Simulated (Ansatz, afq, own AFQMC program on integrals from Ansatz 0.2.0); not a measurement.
# CH2⁺, doublet: a scan with AFQMC

```xyz
3

C     0.0000    0.0000    0.0000
H     0.0000    0.0000   -1.0935
H     0.0000    0.0000    1.0935
```

All coordinates are scaled about the centre. Energies in eV count from this geometry (1.000) at the same level; the start stands on UHF, each point on the determinant named.

Basis cc-pVDZ. Only valence electrons are correlated. Ansatz 0.2.0 and our own AFQMC program on the same integrals; the CISD trial comes from CCSD amplitudes, and released means the phaseless constraint is let go. ± is one standard error of the sampling.

Cautions, each for one point or more: a spin-contaminated unrestricted determinant lies lower; an unrestricted solution with more broken spin lies lower; cluster runs in doubt by the program's own checks; strong correlation; the next higher spin lies close; the ph-AFQMC/CISD walk drifts between its halves; unrestricted determinant slightly spin contaminated.

```json
{"scale of all distances": "0.890", "det.": "UHF", "T1": "0.007", "weight": "0.96", "⟨S²⟩": "0.76", "B3LYP": "0.744", "wB97M-V": "0.727", "CCSD(T)": "0.783"}
{"scale of all distances": "1.137", "det.": "UHF", "T1": "0.012", "weight": "0.95", "⟨S²⟩": "0.77", "B3LYP": "0.480", "wB97M-V": "0.503", "CCSD(T)": "0.480"}
{"scale of all distances": "1.325", "det.": "UHF", "T1": "0.019", "weight": "0.93", "⟨S²⟩": "0.78", "B3LYP": "2.093", "wB97M-V": "2.162", "CCSD(T)": "2.128"}
{"scale of all distances": "1.527", "det.": "UHF", "T1": "0.034", "weight": "0.90", "⟨S²⟩": "0.82", "B3LYP": "3.999", "wB97M-V": "4.145", "CCSD(T)": "4.057"}
{"scale of all distances": "1.781", "det.": "ROHF", "T1": "0.043", "weight": "0.84", "⟨S²⟩": "pure", "B3LYP": "5.891§", "wB97M-V": "6.186§", "CCSD(T)": "5.992"}
{"scale of all distances": "1.979", "det.": "ROHF", "T1": "0.059", "weight": "0.77", "⟨S²⟩": "pure", "B3LYP": "6.711§", "wB97M-V": "7.005§", "CCSD(T)": "6.975"}
{"scale of all distances": "2.365", "det.": "ROHF", "T1": "0.177", "weight": "0.58", "⟨S²⟩": "pure", "B3LYP": "7.546§", "wB97M-V": "7.838§", "CCSD(T)": "7.890"}
```

Problem. Estimate the curve of full CI, counted from the same start.

Solution. 
| scale of all distances | det. | T1 | weight | ⟨S²⟩ | FCI | ph-AFQMC/CISD | released AFQMC | CCSDT(Q) |
| --- | --- | --- | --- | --- | --- | --- | --- | --- |
| 0.890 | UHF | 0.007 | 0.96 | 0.76 | 0.785 | 0.787 ± 0.002 | 0.785 ± 0.0007 | 0.785 |
| 1.137 | UHF | 0.012 | 0.95 | 0.77 | 0.476 | 0.478 ± 0.001 | 0.475 ± 0.0009 | 0.477 |
| 1.325 | UHF | 0.019 | 0.93 | 0.78 | 2.116 | 2.123 ± 0.002 | 2.117 ± 0.002 | 2.117 |
| 1.527 | UHF | 0.034 | 0.90 | 0.82 | 4.035 | 4.050 ± 0.002 | – | 4.036 |
| 1.781 | ROHF | 0.043 | 0.84 | pure | 5.960 | 6.020 ± 0.004 | – | 5.961 |
| 1.979 | ROHF | 0.059 | 0.77 | pure | 6.951 | 7.054 ± 0.004 | – | 6.952 |
| 2.365 | ROHF | 0.177 | 0.58 | pure | 7.895 | 8.083 ± 0.006 | – | 7.897 |

Weight is that of the determinant in the CISD state; at the start T1 is 0.008 and the weight 0.96, and ⟨S²⟩ is 0.76. Symmetry can't show for every point that it stays on the start's state. A dash marks a missing value, a released energy that hasn't settled or a functional that sits on another state. § marks a functional whose ⟨S²⟩ is too high by over 0.1. Largest departures from full CI: CCSD(T) 0.032 eV at 1.781 (on ROHF), ph-AFQMC/CISD 0.187 eV at 2.365 (on ROHF), released AFQMC -0.001 eV at 1.137 (on UHF) (within the noise), CCSDT(Q) 0.002 eV at 2.365 (on ROHF), B3LYP -0.041 eV at 0.890, wB97M-V 0.110 eV at 1.527. Functionals count only at points shown to share the start's state and spin. In this small basis the wave-function levels are far from their limit, so their gap to the functionals isn't the functionals' error.

CCSDT and higher add their correlation energy to the determinant of the CCSD(T) run, since their own runs factorise the integrals more tightly (a shift of under 2 meV). A walk keeps the symmetry of its determinant, which the program's search chose and which needn't be the lowest solution, so a lower state of the same spin and another symmetry isn't excluded. Released energies are given only where the last usable release times agree within the noise; a slower fall can still hide under it.
